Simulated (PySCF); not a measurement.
Work out the structure from these simulated measurements.

Formula: C2H4S.

| Property | Result |
| --- | --- |
| Polarisability | 48.0 au [PBE0/def2-SVPD] |
| UV, first state | lowest singlet excitation: 2.49 eV (499 nm, f = 0.000) [TDDFT PBE0/def2-SVPD] |
| 13C NMR | chemical shifts (computed TMS as zero) by class: 277.0 (1 C), 38.7 (1 C) ppm [GIAO HF/pcSseg-2] |
| Dipole | 2.61 D [PBE0/def2-SVPD] |
| Rotational structure | rotational constants A, B, C: 49.026, 5.752, 5.317 GHz [PBE0-D3(BJ)/def2-SVP] |
| Valence photoelectron | vertical ionisation energy: 8.88 eV [ΔSCF PBE0/def2-SVPD] |
| UV, strongest line | among the 10 lowest singlet transitions: S3 at 6.19 eV (200 nm, f = 0.276) [TDDFT PBE0/def2-SVPD] |
| 1H NMR | chemical shifts (computed TMS as zero) by class: 11.37 (1 H), 2.87 (3 H) ppm [GIAO HF/pcSseg-2] |
| NMR, other nuclei | isotropic shieldings of nuclei other than C and H, by class: -416 (1 S) ppm [GIAO HF/pcSseg-2] |
| Triplet | lowest triplet excitation (Tamm–Dancoff): 1.96 eV [TDA PBE0/def2-SVPD] |

The electronic properties come from PySCF, for the isolated species, density fitting. Levels stand in brackets. Isolated species at its PBE0-D3(BJ)/def2-SVP geometry, gas phase. Each NMR value is the plain mean over a class of atoms that symmetry, rotation or inversion makes alike.

Q: Give a SMILES that accounts for the data.

A: Numbering: `[CH3:1][CH:2]=[S:3]`. Its formula, C2H4S, gives 1 degree of unsaturation: 0 rings and 1 π bond in the structure found. 2 carbons fall into 2 classes; from least to most shielded: thiocarbonyl carbon [C2] (277.0 ppm), methyl carbon [C1] (38.7 ppm). Hydrogen classes from least to most shielded: 1 H on a thiocarbonyl carbon, C2 (11.37 ppm), 3 H on a methyl carbon, C1 (2.87 ppm). The other shieldings belong to: -416 ppm, thiocarbonyl sulfur [S3]. S1 is mainly HOMO→LUMO (weight 1.00); the largest Löwdin shares of the orbital it empties are 0.76 on the thiocarbonyl sulfur, 0.15 on the thiocarbonyl carbon and 0.04 on the methyl carbon, of the orbital it fills 0.44 on the thiocarbonyl sulfur, 0.42 on the thiocarbonyl carbon and 0.06 on the methyl carbon. The optimised geometry has point group Cs and is an asymmetric top. Structure: ethanethial, `S=CC`. Computed isomers that give other values at the same levels: `C1CS1` (rotational constant A: 22.036 GHz; this holds for the one conformer computed). The assignments are read from this structure; whether some other isomer fits the data as well wasn't checked.
